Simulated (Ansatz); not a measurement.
Reaction (ligand exchange at the Si–O bond): `O[SiH]` + H–F → `F[SiH]` + H₂O

Computed with Ansatz on PBE0-D4/def2-TZVP structures; ΔE is electronic, products minus reactants. CBS: def2 TZ/QZ extrapolation, frozen cores. DFT in def2-TZVPP. B3LYP here is the variant with VWN-RPA as its local correlation; programs differ in this.

`O[SiH]`:

Cartesian coordinates in Å:
```
O 0.236 -0.496 0.550
Si -0.027 0.773 -0.484
H 0.921 -0.336 1.204
H -1.130 0.059 -1.270
```

H–F:

Cartesian coordinates in Å:
```
F -0.235 0.317 -0.236
H 0.235 -0.317 0.236
```

`F[SiH]`:

```xyz
3

F    -0.144    0.624    1.063
Si   -0.435    0.266   -0.482
H     0.579   -0.890   -0.581
```

H₂O:

Z-matrix (Å, degrees):
```
O
H 1 0.960
H 1 0.960 2 105.1
```

(1) Is it downhill or uphill in electronic energy at CCSD(T)/CBS, and by how much? (Best estimate.)

(2) What do these levels give: B3LYP-D4, PBE-QIDH, r2SCAN0, HF/def2-TZVPP, HF/cc-pV(Q+d)Z, CCSD/cc-pV(Q+d)Z? (Best estimate.)

Largest T1 diagnostic among the species: 0.016.

Results:

(1) Computed: Downhill: ΔE = -24.2 kJ/mol.

(2) Computed: B3LYP-D4 -25.6, PBE-QIDH -20.9, r2SCAN0 -22.5, HF/def2-TZVPP -32.2, HF/cc-pV(Q+d)Z -33.8, CCSD/cc-pV(Q+d)Z -25.9 kJ/mol.

Leaving LDA and LC-ωPBE aside and taking each functional with its dispersion term where it has one, the values, not all of them listed here, spread over 7.7 kJ/mol, from BHLYP-D4 to revPBE-D4. LDA lies +5.1 kJ/mol from PBE without D4. In def2-TZVPP, CCSD(T) changes the Hartree–Fock value by +10.2 kJ/mol (the triples alone add +2.2 kJ/mol) and MP2 by +12.8 kJ/mol. At CCSD(T), def2-SVP lies +4.3 kJ/mol from the extrapolated value and def2-TZVPP +2.2 kJ/mol.
